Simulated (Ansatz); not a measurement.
# SiNH₂ (sextet): from Hartree-Fock to the top rungs, cc-pVDZ

An exercise on one series of results from a longer session: the logs are not shown, and one member is left open.

Computed with Ansatz 0.2.0, Gaussian basis. Level: cc-pVDZ, core rule «outside noble gas», up to 6 orbitals frozen.

Plan: UHF; CCSD(T) on ROHF; CCSD(T) on UHF; BCCD(T) on ROHF; CISD as a restricted active space (open shells left free, so some higher excitations enter); CCSDT(Q) on ROHF; CCSDT(Q) on UHF; CASSCF and MRCISD+Q, 11 electrons in 10 orbitals; CASSCF and NEVPT2, 11 electrons in 10 orbitals.

20 further runs of the same task are left out: 2 for a known fault of the program, 6 that didn't finish, 12 set aside as unsound or not needed. Runs told in other sessions of the task aren't counted.

## What is computed

The geometry is a PBE0/def2-TZVP stationary point (not a proven minimum) of the parent state, kept for this charge and spin.

4 atoms, charge 0, spin multiplicity 6.

Atoms are counted from 1 here; the program's logs count them from 0.

Bond lengths: Si1–N2 1.726 Å, N2–H3 1.004 Å, N2–H4 1.004 Å. Angles: Si1–N2–H3 121.8°, Si1–N2–H4 121.8°, H3–N2–H4 116.4°.

The first run:

in.yaml

```yaml
crystal:
  periodic: [false, false, false]
  atoms:
    - {symbol: Si, position_ang: [0.000000, 0.000000, 0.651167]}
    - {symbol: N, position_ang: [0.000000, 0.000000, -1.074836]}
    - {symbol: H, position_ang: [0.000000, -0.852806, -1.603987]}
    - {symbol: H, position_ang: [0.000000, 0.852806, -1.603987]}
basis:
  gaussian: {orbitals: cc-pVDZ}
magnetization: {spin_polarized: true, initial_magnetization: 5}
hamiltonian: {xc: hf}
output: {orbitals: {seedname: orbitals}}
```

Command:

```bash
> ansatz run in.yaml --threads 1 --pin off --events-out ev --progress --plain --max-ram 2393MiB
```

Among the steps run: UHF; CCSD(T) on ROHF; CCSD(T) on UHF; BCCD(T) on ROHF; CISD as a restricted active space (open shells left free, so some higher excitations enter); CCSDT(Q) on ROHF; CCSDT(Q) on UHF; CASSCF and MRCISD+Q, 11 electrons in 10 orbitals; CASSCF and NEVPT2, 11 electrons in 10 orbitals.

One table of the session follows, with a row left open; its other results are not shown here.

| method | from UCCSDT(Q) (meV) |
| --- | --- |
| ROHF | +5787.8 |
| UHF | +5641.4 |
| RMP2 | +818.9 |
| UMP2 | +839.7 |
| CISD | +435.2 |
| RCCSD | +155.1 |
| UCCSD | +152.0 |
| RCCSD(T) | +27.3 |
| UCCSD(T) | +26.9 |
| BCCD(T) | +27.0 |
| RCCSDT | +9.5 |
| UCCSDT | +8.6 |
| RCCSDT(Q) | +0.9 |
| UCCSDT(Q) | 0 |
| CASSCF valence | +4509.5 |
| NEVPT2 valence | +1033.7 |
| MRCISD valence | +329.1 |
| MRCISD+Q valence | ? |

Q: Estimate the row for MRCISD+Q valence from the others.

The run gave: from UCCSDT(Q) (meV): +74.1. In the column «from UCCSDT(Q) (meV)» it lies between RCCSD(T) (+27.3) and UCCSD (+152.0).

Limits of these values: Restricted and unrestricted rows rest on different reference determinants; a gap between their highest levels can come from leftover correlation error, from unlike frozen cores or from another state.
